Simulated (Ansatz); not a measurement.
# CH4AlO− (SMILES [CH3][AlH][O-]): single points off equilibrium

How do the functionals fare away from a minimum? The structure is a frame of a short trajectory.

Program: Ansatz 0.2.0, Gaussian basis. Level of theory: single points in def2-TZVPPD. These are calculated values, not measurements.

Correlated methods freeze the cores.

### 1 Where the work starts

SMILES `[CH3][AlH][O-]`, 7 atoms, charge -1, spin multiplicity 1.

Atoms are counted from 1 here; the program's logs count them from 0.

Bond lengths: C1–Al2 1.969 Å, C1–H4 1.115 Å, C1–H5 1.104 Å, C1–H6 1.114 Å, Al2–O3 1.677 Å, Al2–H7 1.675 Å. Angles: Al2–C1–H4 109.5°, Al2–C1–H5 117.3°, Al2–C1–H6 109.5°, H4–C1–H5 106.5°, H4–C1–H6 103.7°, H5–C1–H6 109.4°, C1–Al2–O3 130.4°, C1–Al2–H7 103.8°, O3–Al2–H7 125.8°.

Coordinates:

```xyz
7
CH4AlO
C    -0.68445    0.45784   -0.15649
Al    0.75684   -0.79753    0.31483
O     1.03846   -1.64628    1.73311
H    -0.27881    1.49564   -0.18976
H    -1.56705    0.48733    0.50533
H    -1.01406    0.27067   -1.20388
H     1.74695   -0.79347   -1.03674
```

### 2 PBE-D4/def2-TZVPPD

The input, run/in.yaml:

```yaml
crystal:
  periodic: [false, false, false]
  atoms:
    - {symbol: C, position_ang: [-0.684452, 0.457843, -0.156487]}
    - {symbol: Al, position_ang: [0.756835, -0.797527, 0.314830]}
    - {symbol: O, position_ang: [1.038461, -1.646278, 1.733107]}
    - {symbol: H, position_ang: [-0.278809, 1.495640, -0.189763]}
    - {symbol: H, position_ang: [-1.567045, 0.487330, 0.505328]}
    - {symbol: H, position_ang: [-1.014062, 0.270675, -1.203883]}
    - {symbol: H, position_ang: [1.746948, -0.793466, -1.036742]}
basis:
  gaussian: {orbitals: "def2-TZVPPD.json"}
total_charge: -1
hamiltonian: {xc: pbe, dispersion: d4}
output: {forces: true}
```

The basis file named in the input lies beside it (Basis Set Exchange, JSON).

On the command line:

```sh
$ ansatz run in.yaml --threads 2 --pin off --events-out ev --progress --plain --max-ram 3481MiB
```

### 3 r2SCAN-D4/def2-TZVPPD

run/in.yaml: that of step 2 with these lines changed.

```diff
@@ -13,3 +13,3 @@
 total_charge: -1
-hamiltonian: {xc: pbe, dispersion: d4}
+hamiltonian: {xc: r2scan, dispersion: d4}
 output: {forces: true}
```

### 4 PBE0-D4/def2-TZVPPD

run/in.yaml: that of step 3 with these lines changed.

```diff
@@ -13,3 +13,3 @@
 total_charge: -1
-hamiltonian: {xc: r2scan, dispersion: d4}
-output: {forces: true}
+hamiltonian: {xc: pbe0, dispersion: d4}
+output: {forces: true, orbitals: {seedname: orbitals}}
```

### 5 wB97M-V/def2-TZVPPD

run/in.yaml: that of step 4 with these lines changed.

```diff
@@ -13,3 +13,3 @@
 total_charge: -1
-hamiltonian: {xc: pbe0, dispersion: d4}
-output: {forces: true, orbitals: {seedname: orbitals}}
+hamiltonian: {xc: {name: wB97M-V}}
+output: {forces: true}
```

### 6 CCSD(T)/def2-TZVPPD

run/in.yaml: that of step 5 with these lines changed.

```diff
@@ -13,3 +13,3 @@
 total_charge: -1
-hamiltonian: {xc: {name: wB97M-V}}
+correlation: {method: ccsd_t}
 output: {forces: true}
```

(Steps that only read results are left out.)

Q: Predict the outcome of this session. Wanted: RMS force component; RMS force error; HOMO and LUMO, PBE0-D4; T1 diagnostic.

As calculated:

| quantity | value |
| --- | --- |
| RMS force component | 0.312 to 0.499 eV/Å over the methods |
| RMS force error | PBE-D4 0.118, r2SCAN-D4 0.085, PBE0-D4 0.138, wB97M-V 0.132 eV/Å |
| HOMO and LUMO, PBE0-D4 | -0.87 and 3.61 eV |
| T1 diagnostic | 0.021 |

What this shows: On forces the order runs from r2SCAN-D4 to PBE0-D4. Frozen-core CCSD(T) forces in triple zeta carry basis errors of their own, and this is one geometry, so small gaps rank nothing.
